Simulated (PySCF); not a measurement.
Identify the unknown among the candidates.

All candidates are C6H9 (charge +1).

- UV, first state: lowest singlet excitation: 4.58 eV (271 nm, f = 0.013) [TDDFT B3LYP/def2-SVPD]
- Rotational structure: rotational constants A, B, C: 6.991, 3.340, 2.491 GHz [PBE0-D3(BJ)/def2-SVP]
- UV, strongest line: among the 6 lowest singlet transitions: S3 at 5.09 eV (244 nm, f = 0.139) [TDDFT B3LYP/def2-SVPD]
- Polarisability: 63.8 au [B3LYP/def2-SVPD]

Electronic properties: PySCF, gas phase, density fitting. Levels stand in brackets. Geometry: PBE0-D3(BJ)/def2-SVP; no solvent, vibrations or thermal averaging.

Question: Which candidate is it?
A. `CC(C)[c+]1cc1`
B. `CCc1c[c+]1C`
C. `C[C@H]1[CH+]C=CC1`

Answer: C. It is `C[C@H]1[CH+]C=CC1`. Numbering: `[CH3:1][C@H:2]1[CH+:3][CH:4]=[CH:5][CH2:6]1`. By its constants the optimised geometry is an asymmetric top.

The others, at the same levels:
- `CC(C)[c+]1cc1` fails: its computed lowest singlet excitation is 6.00 eV (207 nm, f = 0.001) (against 4.58 eV), strongest line among the 6 lowest singlet transitions is S4 at 6.30 eV (197 nm, f = 0.043) (against S3 at 5.09 eV) and static isotropic polarisability is 60.8 au (against 63.8 au).
- `CCc1c[c+]1C` fails: its computed lowest singlet excitation is 6.46 eV (192 nm, f = 0.001) (against 4.58 eV), strongest line among the 6 lowest singlet transitions is S5 at 6.87 eV (181 nm, f = 0.081) (against S3 at 5.09 eV) and rotational constant A is 10.586 GHz (against 6.991 GHz).

Each candidate is one conformer, not necessarily the lowest. Dipoles, sizes and rotational constants follow the conformer. The torsions of the flexible species, by atom-mapped SMILES:
- `[CH3:1][CH:2]([CH3:3])[c+:4]1[cH:5][cH:6]1`: C1–C2–C4–C5 -25°
- `[CH3:1][CH2:2][c:3]1[cH:4][c+:5]1[CH3:6]`: C1–C2–C3–C4 0°
